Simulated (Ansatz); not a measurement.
A made-up structure of BHO₂, singlet:

| atom | x (Å) | y (Å) | z (Å) |
| --- | --- | --- | --- |
| O1 | -1.5551 | 0.5235 | 0.4285 |
| B2 | -0.4239 | 0.1320 | 0.2486 |
| O3 | 0.8167 | -0.3020 | 0.1086 |
| H4 | -2.1700 | 1.2140 | 0.7219 |

It is relaxed with PBE-D4/def2-SVP and then PBE0-D4/def2-TZVP (Ansatz 0.2.0). Atoms count as bonded within 1.22 times the sum of their covalent radii (H–H: 0.88 Å). The end point is not checked to be a true minimum.

Problem. Does its bonding change? (A judgement: the text doesn't fix the answer.)

Solution. The calculation gives: No: no bond forms or breaks.

Where it ends: The first stage lowers the energy by 0.82 eV in 8 steps. It ends as BHO₂ ([O][B][OH]):
```
atom    x (Å)    y (Å)   z (Å)
  O1  -1.7105   0.3956  0.3622
  B2  -0.4230   0.1141  0.2604
  O3   0.7431  -0.1900  0.1462
  H4  -1.9420   1.2478  0.7388
```

Labels in which every atom is bracketed show which atoms are joined, not bond orders.

For scale, one of the runs: PBE0-D4/def2-TZVP relaxation, 99 basis functions, launched by `ansatz run in.yaml --threads 2 --pin off --events-out ev --progress --plain --max-ram 4352MiB`. The run took about 8 s on 2 CPU threads of an Intel Xeon Platinum 8259CL (shared host).
